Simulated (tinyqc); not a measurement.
Inside a calculation. Method: RHF in the sto-6g basis, for HF, spin multiplicity 1. One step of it, computed by the program tinyqc.

Task: Iteration 1: building the Fock matrix. J_ij = sum D_kl (ij|kl), K_ij = sum D_kl (ik|jl); F = H + J - 0.5 K; E = tr D H + tr D J / 2 - 0.25 tr D K + E_nn.

D at the start, lower triangle:
```
            1F 1s      1F 2s    1F 2px    1F 2py    1F 2pz     2H 1s
1F 1s    2.084928
1F 2s   -0.358208   1.570136
1F 2px   0.000000   0.000000  2.000000
1F 2py   0.000000   0.000000  0.000000  2.000000
1F 2pz   0.088719  -0.345772  0.000000  0.000000  1.785100
2H 1s   -0.159270   0.466412  0.000000  0.000000  0.242166  0.209649
```

core Hamiltonian H = T + V (hartree), lower triangle:
```
             1F 1s       1F 2s     1F 2px     1F 2py     1F 2pz      2H 1s
1F 1s   -40.957094
1F 2s    -9.132824  -10.923018
1F 2px    0.000000    0.000000  -8.721354
1F 2py    0.000000    0.000000   0.000000  -8.721354
1F 2pz   -0.013554   -0.156002   0.000000   0.000000  -8.817727
2H 1s    -1.676982   -3.564507   0.000000   0.000000  -2.372926  -5.111174
```

Two-electron integrals (ij|kl) in chemists' order, unique and non-zero (hartree):
```
(11|11) 5.406240   (21|11) 0.768129   (21|21) 0.138909   (22|11) 1.266271
(22|21) 0.283987   (22|22) 0.926367   (31|31) 0.029452   (32|31) 0.044681
(32|32) 0.204753   (33|11) 1.266273   (33|21) 0.283987   (33|22) 0.926366
(33|33) 0.998085   (41|41) 0.029452   (42|41) 0.044681   (42|42) 0.204753
(43|43) 0.053789   (44|11) 1.266273   (44|21) 0.283987   (44|22) 0.926366
(44|33) 0.890506   (44|44) 0.998085   (51|51) 0.029452   (52|51) 0.044681
(52|52) 0.204753   (53|53) 0.053789   (54|54) 0.053789   (55|11) 1.266273
(55|21) 0.283987   (55|22) 0.926366   (55|33) 0.890506   (55|44) 0.890506
(55|55) 0.998085   (61|11) 0.149467   (61|21) 0.025906   (61|22) 0.051794
(61|33) 0.051705   (61|44) 0.051705   (61|51) 0.001124   (61|52) 0.002194
(61|55) 0.051971   (61|61) 0.004912   (62|11) 0.368370   (62|21) 0.083808
(62|22) 0.303784   (62|33) 0.299527   (62|44) 0.299527   (62|51) 0.006059
(62|52) 0.045161   (62|55) 0.312297   (62|61) 0.015625   (62|62) 0.121827
(63|31) 0.009434   (63|32) 0.053584   (63|53) 0.009482   (63|63) 0.018133
(64|41) 0.009434   (64|42) 0.053584   (64|54) 0.009482   (64|64) 0.018133
(65|11) 0.245903   (65|21) 0.056750   (65|22) 0.219939   (65|33) 0.210509
(65|44) 0.210509   (65|51) 0.013055   (65|52) 0.084777   (65|55) 0.238799
(65|61) 0.011055   (65|62) 0.108262   (65|65) 0.113743   (66|11) 0.515078
(66|21) 0.119390   (66|22) 0.496714   (66|33) 0.479708   (66|44) 0.479708
(66|51) 0.011222   (66|52) 0.115669   (66|55) 0.530723   (66|61) 0.022442
(66|62) 0.253595   (66|65) 0.261518   (66|66) 0.774999
```

nuclear repulsion = 4.79134296 hartree

Give: Coulomb J; exchange K; Fock matrix F; total energy of this density.

Result:

Coulomb J (hartree), lower triangle:
```
          1F 1s    1F 2s  1F 2px  1F 2py  1F 2pz   2H 1s
1F 1s   20.5582
1F 2s    3.7132   9.7278
1F 2px   0.0000   0.0000  9.7234
1F 2py   0.0000   0.0000  0.0000  9.7234
1F 2pz  -0.0117  -0.0269  0.0000  0.0000  9.7365
2H 1s    0.6957   3.1247  0.0000  0.0000  2.2368  5.0751
```

exchange K (hartree), lower triangle:
```
          1F 1s    1F 2s  1F 2px  1F 2py  1F 2pz   2H 1s
1F 1s   11.0879
1F 2s    1.8083   3.0293
1F 2px   0.0000   0.0000  2.6060
1F 2py   0.0000   0.0000  0.0000  2.6060
1F 2pz   0.0075  -0.1295  0.0000  0.0000  2.5622
2H 1s    0.3535   1.1360  0.0000  0.0000  0.7148  0.9115
```

Fock matrix F (hartree), lower triangle:
```
           1F 1s    1F 2s   1F 2px   1F 2py   1F 2pz    2H 1s
1F 1s   -25.9429
1F 2s    -6.3237  -2.7099
1F 2px    0.0000   0.0000  -0.3009
1F 2py    0.0000   0.0000   0.0000  -0.3009
1F 2pz   -0.0290  -0.1182   0.0000   0.0000  -0.3623
2H 1s    -1.1580  -1.0079   0.0000   0.0000  -0.4935  -0.4919
```

total energy of this density = -99.225276 hartree
